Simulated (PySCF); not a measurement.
# Silicon: a sound run and one with changed settings

Sound run: Si [Ne] 3s2 3p2, Si+ [Ne] 3s2 3p1. Computed with PySCF 2.14 in x2c-SVPall (4s3p1d, 18 functions), with the spin-free X2C one-electron Hamiltonian (Gaussian nucleus). In the sound run the correlated levels freeze [Ne]. The sound run starts from symmetry-adapted Hartree-Fock orbitals and uses a fine grid where one is needed.

Changed run: no relativity, point nucleus. This setting is unsound on purpose.

```tsv
species	method	sound run (hartree)	changed run (hartree)	converged
Si	UHF	-289.34811	-288.69168	yes
Si	MN15	-289.81532	-289.15965	yes
Si	LDA	-288.69861	-288.04290	yes
Si	MP2	-289.39163	-288.73517	yes
Si	CCSD(T)	-289.41052	-288.75409	yes
Si+	UHF	-289.06759	-288.41087	yes
Si+	MN15	-289.51934	-288.86327	yes
Si+	LDA	-288.39738	-287.74131	yes
Si+	MP2	-289.10280	-288.44607	yes
Si+	CCSD(T)	-289.12116	-288.46450	yes
```

Ionisation energy of Si:

```csv
method,sound run (eV),changed run (eV)
UHF,7.633,7.641
MN15,8.054,8.065
LDA,8.197,8.207
MP2,7.859,7.867
SCS-MP2,7.792,7.799
CCSD,7.865,7.872
CCSD(T),7.874,7.880
```

Most of the change in total energy is the relativistic energy itself. On top of that the contraction fixes the core shape for the Hamiltonian it was made with, so the changed run is not a good calculation with the other Hamiltonian either.

For comparison, NIST gives 8.152 eV between the lowest levels.
